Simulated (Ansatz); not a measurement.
Born–Oppenheimer molecular dynamics of CH4 + O2S (8 atoms, charge 0, multiplicity 1). It goes on from the last frame of an earlier run, with new velocities.

All numbers below come from Ansatz 0.2.0, RKS PBE-D4/6-31G.

```
ensemble        : NVT, Langevin thermostat
time step       : 0.5 fs
steps asked     : 100
set temperature : 50 K
friction        : 0.01 /fs
seed            : 368548
```

First frame:

```xyz
8
Properties=species:S:1:pos:R:3
C 0.224 0.177 -2.313
H -0.575 -0.030 -2.970
H -0.070 1.025 -1.546
H 1.139 0.540 -2.939
H 0.487 -0.730 -1.745
O -0.629 0.744 3.778
S -0.374 0.167 2.224
O 0.521 -1.242 2.098
```

(1) What does the run give?

(2) What happens to the structure?

(3) How do temperature and energy run in time?

Results:

(1) The run went to its last step.

```json
{
 "steps done": "100",
 "time covered": "50 fs",
 "mean temperature over the second half": "111 K",
 "spread of the potential energy over the second half": "5.1 meV per atom",
 "mean potential energy of the second half above the start": "-18.0 meV per atom"
}
```

The mean temperature of the second half is 123 % above the set value. A run of 0.05 ps of so small a system gives no equilibrium averages. Limits of this set-up: no polarisation functions.

(2) The same pairs are bonded in the first frame and the last. Pairs count as bonded within 1.25 times the sum of covalent radii (0.12 Å more for H–H). This is one draw of velocities; another would differ in detail.

(3) 
```json
{"time (fs)": "0", "T (K)": "44", "potential energy less start (eV)": "0.000"}
{"time (fs)": "2.5", "T (K)": "198", "potential energy less start (eV)": "-0.170"}
{"time (fs)": "5", "T (K)": "48", "potential energy less start (eV)": "-0.019"}
{"time (fs)": "7.5", "T (K)": "191", "potential energy less start (eV)": "-0.185"}
{"time (fs)": "10", "T (K)": "97", "potential energy less start (eV)": "-0.092"}
{"time (fs)": "12.5", "T (K)": "178", "potential energy less start (eV)": "-0.166"}
{"time (fs)": "15", "T (K)": "154", "potential energy less start (eV)": "-0.139"}
{"time (fs)": "17.5", "T (K)": "122", "potential energy less start (eV)": "-0.116"}
{"time (fs)": "20", "T (K)": "131", "potential energy less start (eV)": "-0.125"}
{"time (fs)": "22.5", "T (K)": "69", "potential energy less start (eV)": "-0.065"}
{"time (fs)": "25", "T (K)": "183", "potential energy less start (eV)": "-0.189"}
{"time (fs)": "27.5", "T (K)": "79", "potential energy less start (eV)": "-0.090"}
{"time (fs)": "30", "T (K)": "174", "potential energy less start (eV)": "-0.212"}
{"time (fs)": "32.5", "T (K)": "66", "potential energy less start (eV)": "-0.091"}
{"time (fs)": "35", "T (K)": "170", "potential energy less start (eV)": "-0.202"}
{"time (fs)": "37.5", "T (K)": "69", "potential energy less start (eV)": "-0.095"}
{"time (fs)": "40", "T (K)": "134", "potential energy less start (eV)": "-0.169"}
{"time (fs)": "42.5", "T (K)": "61", "potential energy less start (eV)": "-0.091"}
{"time (fs)": "45", "T (K)": "103", "potential energy less start (eV)": "-0.149"}
{"time (fs)": "47.5", "T (K)": "108", "potential energy less start (eV)": "-0.166"}
{"time (fs)": "50", "T (K)": "129", "potential energy less start (eV)": "-0.192"}
```

Run time: 3.1 min on 1 thread of Arm Neoverse N1, on a shared host, peak memory 0.079 GiB.
